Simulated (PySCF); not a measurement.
Species: methyl propyl ether, C4H10O.
SMILES: `CCCOC`

The calculation used TDDFT CAM-B3LYP/aug-cc-pVTZ, vertical, gas phase, core orbitals frozen in the response (PySCF 2.14.0, density-fitted response routines). One conformer (not necessarily the lowest) at the PBE0-D3(BJ)/def2-TZVP geometry, without solvent, vibrations or thermal averaging. Torsions of this conformer, `[CH3:1][CH2:2][CH2:3][O:4][CH3:5]`: C1–C2–C3–O4 180°, C2–C3–O4–C5 180°.

Each state is given a Gaussian of 0.5 eV full width at half maximum, with ε(max) = 2.175×10⁸ f / Δν̃ (Δν̃ the width in cm⁻¹). The width is an assumption, not a result. The curve ends short of the highest state used, and states not computed would add to its high-energy end.

```
E (eV)  ε (L mol⁻¹ cm⁻¹)
  5.86                 3
  5.94                10
  6.03                34
  6.12                98
  6.20               216
  6.29               447
  6.38               770
  6.46              1076
  6.55              1326
  6.64              1376
  6.72              1254
  6.81              1052
  6.90               975
  6.98              1143
  7.07              1614
  7.16              2226
  7.24              2656
  7.33              2777
  7.42              2450
  7.50              1909
  7.59              1255
  7.68               756
  7.76               516
  7.85               474
```

(1) Where are the band maxima, and which computed states make them?

(2) Coming from long wavelengths, where does ε first pass 100 L mol⁻¹ cm⁻¹?

(3) On this curve, what absorbance would a 10⁻⁵ mol/L sample give at 193 nm over a 1 cm path?

## Answers

(1) 187 nm (6.62 eV), ε about 1400, made up of S1 (99%); 170 nm (7.31 eV), ε about 2800, made up of S2 (33%) and S4 (60%) (ε in L mol⁻¹ cm⁻¹; maxima over ε = 5, shares over 10%). At its high-energy end, 7.85 eV, the curve is still rising (ε about 470, from S4, S5, S7 and S8). The states used: S1 6.61 eV (f 0.025); S2 7.29 eV (f 0.017); S3 7.31 eV (f 0.0034); S4 7.32 eV (f 0.031); S5 7.70 eV (f 0.0019); S6 8.08 eV (f 0.0007); S7 8.18 eV (f 0.013); S8 8.35 eV (f 0.014); S9 8.43 eV (f 0.0016); S10 8.45 eV (f 0.0097).

(2) At about 203 nm (6.12 eV), 0.49 eV below S1.

(3) 193 nm is 6.424 eV, where ε is about 940 L mol⁻¹ cm⁻¹, so A = ε c l ≈ 0.0094 (Beer–Lambert, with the gas-phase spectrum and the assumed width).

Without π bonds the low states are Rydberg-like; a valence basis with one diffuse set may place them up to an eV too high.
